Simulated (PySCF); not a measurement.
# Structure from NMR data

The spectra below were simulated for a compound CH6B2.

1H NMR (500 MHz, computed): δ 9.74 (br, 2H), 9.28 (br, 1H), 1.40 (t, J = 1.9 Hz, 3H).

13C{1H} NMR (computed): δ 13.3 (CH3).

Computational details: shielding tensors at PBE0/pcSseg-1 (GIAO), coordinates at the PBE0-D3(BJ)/def2-SVP level, B3LYP/pcJ-1 coupling constants, in PySCF 2.14.0 with density-fitted response routines (isolated molecule, one conformer, rapidly exchanging positions averaged, relativity neglected).

Shifts are taken against calculated references (same method and geometry level): 1H (31.27 ppm), 13C (184.41 ppm) vs TMS.

**Question.** What is the structure?

**Answer.** 
- Carbon types of the structure: 1 × CH3, leaving 3 H on heteroatoms.
- δC 13.3: methyl carbon bonded to B.
- δH 9.74: hydrogen on a boron bonded to B.
- δH 9.28: hydrogen on a boron bonded to C, B.
- δH 1.40: hydrogen on a methyl carbon bonded to B.
- The protons at 9.28 and 1.40 share a coupling of 8.7 Hz (vicinal).

These data were computed for SMILES BBC.

Hydrogens on boron are broadened and split by 11B (spin 3/2, 80 %) and 10B (spin 3). A carbon bonded to boron is broadened by the quadrupolar boron nucleus and is often missing from a measured spectrum. Multiplet labels drop couplings under 1 Hz and merge nearly equal ones. Shifts are as computed. Against solution values, carbons near 30 ppm lie about +2 ppm off and those near 130 ppm about +5 ppm. Of 1309 compounds with measured shifts, 239 miss one by over three times the rms of a fit or turn the order of signals round; such compounds aren't used in these exercises. Vicinal couplings across rotatable single bonds and in flexible rings belong to the one computed conformer; a conformer average would change them.
